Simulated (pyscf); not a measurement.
Thermochemistry of product channels of bromomethane (H₃C–Br) + F atom (F•) on the doublet surface, in kJ/mol, from CCSD(T)/def2-TZVPP + ΔMP2(QZVPP) energies (ideal gas, 1 atm, RRHO with modes under 100 cm⁻¹ raised to 100, one conformer, R ln 2 for rigid chiral ones). Structures and frequencies: ωB97X-D3(BJ)/def2-SVP in PySCF. Correlated levels are frozen-core, on RHF or UHF. ΔMP2 is the change of the MP2 total energy from the triple- to the quadruple-zeta basis.

```tsv
products	ΔE	ΔH(298 K)	ΔG(298 K)	ΔG(1200 K)
•H₂C–F + hydrogen bromide (HBr)	-94.2	-108.5	-119.6	___
fluoromethane (H₃C–F) + Br atom (Br•)	-153.8	-148.8	-147.3	___
F–CH₂–Br + H atom (H•)	___	-33.1	-31.2	-30.8
```

Q: Fill in the missing entries.

A: 
- •H₂C–F + hydrogen bromide (HBr), ΔG(1200 K): -154.7
- fluoromethane (H₃C–F) + Br atom (Br•), ΔG(1200 K): -139.0
- F–CH₂–Br + H atom (H•), ΔE: -16.8

These are energies of the channels, which say nothing of barriers. The CCSD(T) − MP2 part came from Ansatz, without density fitting, on the same reference. The frozen core leaves the outer d or s,p core shells of the metals and heavy elements correlated in the MP2 and CC values, and def2-TZVPP describes them poorly, which can shift differences by a few kcal/mol. Left out: orbital degeneracy and the spin-orbit lowering of Br, F, which is large for Br, Se, Te and I. Elements up to Kr have no core potential and no relativistic terms here.
